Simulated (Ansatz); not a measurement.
# B2H2F radical: single points off equilibrium

Aim: energy, forces and dipole at a structure displaced at random from a GFN2-xTB minimum, from CCSD(T) and from density functionals.

Method: single points in def2-TZVPP; program: Ansatz 0.2.0, Gaussian basis.

Correlated methods freeze the cores. Orbitals are unrestricted.

## Step 1: Starting geometry

SMILES `B[B]F`, 5 atoms, charge 0, spin multiplicity 2.

Atoms are counted from 1 here; the program's logs count them from 0.

Bond lengths: B1–B2 1.519 Å, B1–H4 1.176 Å, B1–H5 1.159 Å, B2–F3 1.274 Å. Angles: B2–B1–H4 123.5°, B2–B1–H5 121.4°, H4–B1–H5 115.0°, B1–B2–F3 179.3°.

As a file:

```xyz
5
B2FH2
B    -0.51020    0.23850   -0.19190
B     0.80290   -0.35900    0.28490
F     1.91150   -0.85390    0.67120
H    -0.75370    1.38800   -0.14950
H    -1.37240   -0.43140   -0.58010
```

## Step 2: CCSD(T)/def2-TZVPP

run/in.yaml

```yaml
crystal:
  periodic: [false, false, false]
  atoms:
    - {symbol: B, position_ang: [-0.510200, 0.238500, -0.191900]}
    - {symbol: B, position_ang: [0.802900, -0.359000, 0.284900]}
    - {symbol: F, position_ang: [1.911500, -0.853900, 0.671200]}
    - {symbol: H, position_ang: [-0.753700, 1.388000, -0.149500]}
    - {symbol: H, position_ang: [-1.372400, -0.431400, -0.580100]}
basis:
  gaussian: {orbitals: def2-TZVPP}
magnetization: {spin_polarized: true, initial_magnetization: 1}
correlation: {method: ccsd_t}
scf: {omitted_lower_state_checks: [cluster_reference]}
output: {forces: true}
```

The command line of these runs was not kept.

## Step 3: PBE0-D4/def2-TZVPP

run/in.yaml: that of step 2 with these lines changed.

```diff
@@ -11,4 +11,3 @@
 magnetization: {spin_polarized: true, initial_magnetization: 1}
-correlation: {method: ccsd_t}
-scf: {omitted_lower_state_checks: [cluster_reference]}
-output: {forces: true}
+hamiltonian: {xc: pbe0, dispersion: d4}
+output: {forces: true, orbitals: {seedname: orbitals}}
```

## Step 4: wB97M-V/def2-TZVPP

run/in.yaml: that of step 3 with these lines changed.

```diff
@@ -11,3 +11,3 @@
 magnetization: {spin_polarized: true, initial_magnetization: 1}
-hamiltonian: {xc: pbe0, dispersion: d4}
-output: {forces: true, orbitals: {seedname: orbitals}}
+hamiltonian: {xc: {name: wB97M-V}}
+output: {forces: true}
```

## Step 5: r2SCAN-D4/def2-TZVPP

run/in.yaml: that of step 4 with these lines changed.

```diff
@@ -11,3 +11,3 @@
 magnetization: {spin_polarized: true, initial_magnetization: 1}
-hamiltonian: {xc: {name: wB97M-V}}
+hamiltonian: {xc: r2scan, dispersion: d4}
 output: {forces: true}
```

## Step 6: PBE-D4/def2-TZVPP

run/in.yaml: that of step 5 with these lines changed.

```diff
@@ -11,3 +11,3 @@
 magnetization: {spin_polarized: true, initial_magnetization: 1}
-hamiltonian: {xc: r2scan, dispersion: d4}
+hamiltonian: {xc: pbe, dispersion: d4}
 output: {forces: true}
```

## Step 7: revPBE-D4/def2-TZVPP

run/in.yaml: that of step 6 with these lines changed.

```diff
@@ -11,3 +11,3 @@
 magnetization: {spin_polarized: true, initial_magnetization: 1}
-hamiltonian: {xc: pbe, dispersion: d4}
+hamiltonian: {xc: {name: revPBE}, dispersion: d4}
 output: {forces: true}
```

## Step 8: BLYP-D4/def2-TZVPP

run/in.yaml: that of step 7 with these lines changed.

```diff
@@ -11,3 +11,3 @@
 magnetization: {spin_polarized: true, initial_magnetization: 1}
-hamiltonian: {xc: {name: revPBE}, dispersion: d4}
+hamiltonian: {xc: {name: BLYP}, dispersion: d4}
 output: {forces: true}
```

(Steps that only read results are left out.)

Q: Predict the outcome of this session. Wanted: energy less free atoms, CCSD(T)/def2-TZVPP; RMS force component; RMS force error; HOMO and LUMO, PBE0-D4; T1 diagnostic.

As calculated:

```
                                  quantity                                                                                             value
energy less free atoms, CCSD(T)/def2-TZVPP                                                                                    -1713.1 kJ/mol
                       RMS force component                                                              0.431 to 0.543 eV/Å over the methods
                           RMS force error  PBE0-D4 0.136, wB97M-V 0.097, r2SCAN-D4 0.151, PBE-D4 0.258, revPBE-D4 0.293, BLYP-D4 0.278 eV/Å
                    HOMO and LUMO, PBE0-D4                                                                                -6.28 and -2.64 eV
                             T1 diagnostic                                                                                             0.017
```

In words: Against CCSD(T) the functionals' energies less atoms differ by -124.0 to -71.8 kJ/mol, PBE-D4 by -124.0 kJ/mol. A larger basis would deepen the CCSD(T) value, while the functionals are nearly converged already, so the order here is not reliable. For forces wB97M-V does best and revPBE-D4 worst. Frozen-core CCSD(T) forces in triple zeta carry basis errors of their own, and this is one geometry, so small gaps rank nothing.
